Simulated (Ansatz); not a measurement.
# quartet OF at 6 levels

Wanted: a comparison of 6 runs (UB3LYP/6-31G*, U-wB97M-V/aug-cc-pVTZ, UCAM-B3LYP/aug-cc-pVTZ, UPBE-QIDH/aug-cc-pVTZ, UPBE/aug-cc-pVTZ, UCCSD/aug-cc-pVTZ) of quartet OF. 

Program for the calculation: Ansatz 0.2.0.

38 further runs of the same task are left out: 38 set aside as unsound or not needed.

### Step 1. Starting point

The species is OF (2 atoms), meant as a quartet with charge 0. SMILES of the parent species: `[O]F`. The shape is that of a PBE0-D4/def2-TZVP optimisation. That shape belongs to the parent species and isn't relaxed for this state.

Bond lengths: O1–F2 1.330 Å.

### Step 2. The energy at UB3LYP/6-31G(d) (Cartesian functions) (run 1)

File molecule.yaml:

```yaml
crystal:
  periodic: [false, false, false]
  atoms:
    - {symbol: O, position_ang: [0.000000, 0.000000, -0.015950]}
    - {symbol: F, position_ang: [-0.000000, -0.000000, 1.314400]}
basis:
  gaussian:
    orbitals: "6-31G*"
output:
  orbitals: {seedname: orbitals}
accuracy: high
magnetization:
  spin_polarized: true
  initial_magnetization: 3
hamiltonian:
  xc: {name: B3LYP}
```

Launch:

```console
ansatz run molecule.yaml --threads 1 --pin off --max-ram 3480MiB --events-out events.jsonl --progress --plain --runs-dir runs
```

The log of the run:

```text
Warning: RAYON_NUM_THREADS=1 ignored (pool sized by the plan → 1); use --threads N
Functional definition: B3LYP
  name "B3LYP"
  parameter a0 = 0.2
  parameter ax = 0.72
  parameter ac = 0.81
  exchange = (1 - a0 - ax)*slater_x + ax*b88_x + a0*exact_x
  correlation = (1 - ac)*vwn_rpa_c + ac*lyp_c
479 factors; integrals over basis functions are off by at most 3.1e-9 eV
mean field evaluation 1: about -4753.3675 eV, gradient 1.2e1 eV
mean field evaluation 2: about -4752.2834 eV, gradient 2.2e1 eV
mean field evaluation 4: about -4754.0080 eV, gradient 2.1e0 eV
mean field evaluation 8: about -4754.0791 eV, gradient 7.8e-2 eV
mean field evaluation 16: about -4754.0791 eV, gradient 4.8e-7 eV
mean field -4754.07913823 eV, -174.7091858995 hartree, gradient 4.3e-8 eV, S^2 3.757087; 0 other end points of the search recorded, 0 dependent functions left out
reference -4754.07915031 eV, -174.7091863434 hartree; 10, 7 occupied and 20, 23 virtual orbitals, 479 factors
Total energy: -4754.07915031 eV, -174.7091863434 hartree
```

Wall time 1.2 s (1 thread of Arm Neoverse V1, shared host); peak memory 0.095 GiB.

### Step 3. The energy at U-wB97M-V/aug-cc-pVTZ (run 2)

File molecule.yaml:

```yaml
crystal:
  periodic: [false, false, false]
  atoms:
    - {symbol: O, position_ang: [0.000000, 0.000000, -0.015950]}
    - {symbol: F, position_ang: [-0.000000, -0.000000, 1.314400]}
basis:
  gaussian: {orbitals: aug-cc-pVTZ}
magnetization: {spin_polarized: true, initial_magnetization: 3}
hamiltonian: {xc: {name: wB97M-V}}
accuracy: high
output: {orbitals: {seedname: orbitals}}
```

Launch:

```console
ansatz run molecule.yaml --threads 1 --pin off --max-ram 3480MiB --events-out events.jsonl --progress --plain --runs-dir runs
```

The log of the run (excerpt; [...] marks lines left out):

```text
Warning: RAYON_NUM_THREADS=1 ignored (pool sized by the plan → 1); use --threads N
Functional definition: wB97M-V
  name "wB97M-V"
[...]
  gx(w, u) = 1 - cx + cx01*u + cx10*w
  gss(w, u) = css00 + css04*u^4 + css10*w + css20*w^2 + css43*w^4*u^3
  gos(w, u) = cos00 + cos10*w + (cos20 + cos21*u)*w^2 + (cos60 + cos61*u)*w^6
[...]
      + integral(e_c_pw_mod_opposite_spin*gos(b97_w_opposite, b97_u_opposite)) + vv10(b, c)
1299 factors; integrals over basis functions are off by at most 3.4e-9 eV
221 factors; integrals over basis functions are off by at most 2.5e-9 eV
[...]
mean field -4755.05473041 eV, -174.7450382507 hartree, gradient 5.8e-8 eV, S^2 3.760951; 0 other end points of the search recorded, 0 dependent functions left out
reference -4755.05473356 eV, -174.7450383664 hartree; 10, 7 occupied and 82, 85 virtual orbitals, 1299 factors
Total energy: -4755.05473356 eV, -174.7450383664 hartree
```

It took 21 s on 1 thread of Arm Neoverse V1, shared host; peak memory 0.4 GiB.

Runs 3 to 5 aren't shown in full; the table further down has their settings and results.

### Step 4. The energy at UCCSD/aug-cc-pVTZ (run 6)

File input.yaml:

```yaml
crystal:
  periodic: [false, false, false]
  atoms:
    - {symbol: O, position_ang: [0.000000, 0.000000, -0.015950]}
    - {symbol: F, position_ang: [-0.000000, -0.000000, 1.314400]}
basis:
  gaussian:
    orbitals: aug-cc-pVTZ
scf:
  omitted_lower_state_checks: [cluster_reference, increment]
magnetization:
  spin_polarized: true
  initial_magnetization: 3
correlation:
  method: ccsd
  frozen_orbitals: {F: 1, O: 1}
accuracy: high
total_charge: 0
```

Launch:

```console
ansatz run input.yaml --threads 1 --pin off --max-ram 3480MiB --events-out events.jsonl --progress --plain --runs-dir runs
```

The log of the run:

```text
Warning: RAYON_NUM_THREADS=1 ignored (pool sized by the plan → 1); use --threads N
[... 12 lines left out ...]
2 core orbitals not correlated: weight in the atoms' cores, before any rotation towards them, 1.000 or more for the frozen orbitals, at most 0.000 for the correlated occupied ones
[... 28 lines left out ...]
Total energy: -4748.65871677 eV, -174.5099890847 hartree
Checks for a lower state left out: cluster_reference, increment
```

Run time: 14 s. Hardware: 1 thread of Arm Neoverse V1, shared host; peak memory 0.76 GiB.

### Step 5. Overview of the runs

```
run                                level  Cartesian functions  frozen core orbitals  energy (Eh)  HOMO energy (eV)   ⟨S²⟩  wall time
  1  UB3LYP/6-31G* (Cartesian functions)                  yes                     –  -174.709186             -3.57  3.757      1.2 s
  2                U-wB97M-V/aug-cc-pVTZ                   no                     –  -174.745038             -7.25  3.761       21 s
  3               UCAM-B3LYP/aug-cc-pVTZ                   no                     –  -174.748441             -6.44  3.761      4.5 s
  4                UPBE-QIDH/aug-cc-pVTZ                   no                     2  -174.592084             -8.63  3.772      5.1 s
  5                     UPBE/aug-cc-pVTZ                   no                     –  -174.634393             -2.86  3.756      2.9 s
  6                    UCCSD/aug-cc-pVTZ                   no                     2  -174.509989                 –  3.780       14 s
```

### Step 6. Summary of results

| quantity | value |
| --- | --- |
| run 6: total energy | -174.50999 Eh |
| run 6: correlation energy (2 core orbitals frozen) | -444.4 mEh |
| run 6: ⟨S²⟩ of the reference determinant | 3.780 |
| run 6: T1 diagnostic | 0.041 |

In words: Totals of different functionals can't be ranked against each other. All runs together took 48 s, the longest 21 s.
